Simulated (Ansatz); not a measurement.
# CH5FSi: the cost of one run

Computed with Ansatz 0.2.0, Gaussian basis. Level: BHLYP-D4/STO-3G.

### 1 The starting structure

SMILES `FC[SiH3]`, 8 atoms, charge 0, spin multiplicity 1.

Atoms are counted from 1 here; the program's logs count them from 0.

Bond lengths: F1–C2 1.382 Å, C2–Si3 1.917 Å, C2–H4 1.093 Å, C2–H5 1.093 Å, Si3–H6 1.463 Å, Si3–H7 1.461 Å, Si3–H8 1.461 Å. Angles: F1–C2–Si3 110.1°, F1–C2–H4 106.2°, F1–C2–H5 106.2°, Si3–C2–H4 112.8°, Si3–C2–H5 112.8°, H4–C2–H5 108.2°, C2–Si3–H6 106.1°, C2–Si3–H7 108.2°, C2–Si3–H8 108.2°, H6–Si3–H7 111.5°, H6–Si3–H8 111.5°, H7–Si3–H8 111.1°.

As a file:

```xyz
8

F    -0.7242   -0.4831   -1.6974
C    -0.5075    0.4352   -0.6873
Si    0.5062   -0.3690    0.7276
H    -1.4963    0.7713   -0.3631
H     0.0070    1.2817   -1.1501
H     0.6858    0.6715    1.7403
H     1.7867   -0.8086    0.1789
H    -0.2579   -1.4990    1.2512
```

### 2 Dynamics

Input file md/in.yaml:

```yaml
crystal:
  periodic: [false, false, false]
  atoms:
    - {symbol: F, position_ang: [-0.724200, -0.483140, -1.697420]}
    - {symbol: C, position_ang: [-0.507480, 0.435220, -0.687310]}
    - {symbol: Si, position_ang: [0.506190, -0.368950, 0.727600]}
    - {symbol: H, position_ang: [-1.496250, 0.771260, -0.363150]}
    - {symbol: H, position_ang: [0.007020, 1.281660, -1.150130]}
    - {symbol: H, position_ang: [0.685850, 0.671540, 1.740300]}
    - {symbol: H, position_ang: [1.786740, -0.808640, 0.178920]}
    - {symbol: H, position_ang: [-0.257880, -1.498960, 1.251170]}
basis:
  gaussian: {orbitals: STO-3G}
hamiltonian: {xc: {name: BHLYP}, dispersion: d4}
md: {n_steps: 80, timestep: 0.5, temperature: 500, ensemble: nvt_nose_hoover, seed: 84, initial_velocities: maxwell_boltzmann}
```

The run is started by

```sh
> ansatz run in.yaml --threads 2 --pin off --events-out ev --progress --plain --max-ram 3481MiB
```

Q: Estimate wall time and peak memory on 2 threads of Arm Neoverse V2, shared host.

About 34 s, with a peak of 0.08 GiB.
